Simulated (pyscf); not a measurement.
Optimised with ωB97X-D3(BJ)/def2-SVP in PySCF.

**Question.** PBE/def2-TZVP puts the barrier of `[SnH2]` [singlet] + `[H][H]` + `[H][H]` → `[SnH4]` + `[H][H]` (multi-bond step; singlet surface; H–H, H–H broken, H–Sn, H–Sn, H–H formed) at 1.31 eV and the reaction energy at -0.91 eV, from the separated reactants. What do PBE0-D3(BJ)/def2-TZVP, M06-2X/def2-TZVP, ωB97M-D3(BJ)/def2-TZVP give on the same structures?

**Answer.** PBE0-D3(BJ): ΔE‡ = 1.45 eV, ΔE = -1.07 eV; M06-2X: ΔE‡ = 1.97 eV, ΔE = -0.90 eV; ωB97M-D3(BJ): ΔE‡ = 1.82 eV, ΔE = -0.99 eV. PBE's barrier lies under all of them, by 0.14 to 0.66 eV. Its reaction energy matches one of them and lies within 0.16 eV of the others. Low barriers are usual for a GGA, whose delocalisation error favours stretched bonds. One saddle was located; it need not be the lowest between these sides. Elements past Kr carry the def2 core potentials, without spin-orbit coupling.
